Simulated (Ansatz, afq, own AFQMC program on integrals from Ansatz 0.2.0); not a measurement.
Where AFQMC and coupled cluster stand for BSiH₃⁺, doublet

```yaml
atoms:
  - { symbol: Si, position_ang: [0.0091, 0.0000, 0.6016] }
  - { symbol: B, position_ang: [0.0825, 0.0000, -1.2150] }
  - { symbol: H, position_ang: [-0.6559, -0.9412, -0.6669] }
  - { symbol: H, position_ang: [-0.6559, 0.9412, -0.6669] }
  - { symbol: H, position_ang: [0.1724, 0.0000, -2.3958] }
```

Connectivity, by distances: Si–BH, 2 bridging H.

Basis aug-cc-pVDZ. Only valence electrons are correlated. AFQMC by an in-house program on the Cholesky factors that Ansatz 0.2.0 writes for its CCSD(T) run. The CISD trial takes its coefficients from CCSD amplitudes. Released means that phaseless walkers are propagated on without the constraint, phases kept. Error bars are statistical, one sigma.

Determinant: UHF, the one that the program's search chose, which needn't be the lowest solution. The geometry is a PBE0/def2-TZVP stationary point of this or a neighbouring charge and spin state.

No full CI on the walks' own integrals is used here; CCSDT(Q) serves as the reference and is uncertain by about the last step of the cluster series.

Cautions: unrestricted determinant slightly spin contaminated (⟨S²⟩ 0.82 against 0.75).

```
T1 diagnostic                               : 0.0276
weight of the determinant in the CISD state : 0.873
⟨S²⟩ of the determinant                     : 0.819
size of the correlated space                : 9 electrons in 71 orbitals
```

Reference: CCSDT(Q), correlation energy -5.551 eV. The released energy is read at 1.50 1/Eh (meV from the phaseless value at times in 1/Eh: -3 ± 4 at 0.24, -10 ± 4 at 0.50, -3 ± 4 at 1.00, -2 ± 6 at 1.50).

```
         level  E − E(reference) (mEh)  share of correlation (%)
            HF                  204.00                      0.00
           MP2                   46.30                     77.30
          CCSD                    8.55                     95.81
       CCSD(T)                    1.67                     99.18
         CCSDT                    0.32                     99.84
 ph-AFQMC/CISD             0.20 ± 0.17                     99.90
released AFQMC             0.14 ± 0.21                     99.93
```

A walk keeps the symmetry of its determinant, which the program's search chose and which needn't be the lowest solution, so a lower state of the same spin and another symmetry isn't excluded. Released energies are given only where the last usable release times agree within the noise; a slower fall can still hide under it.
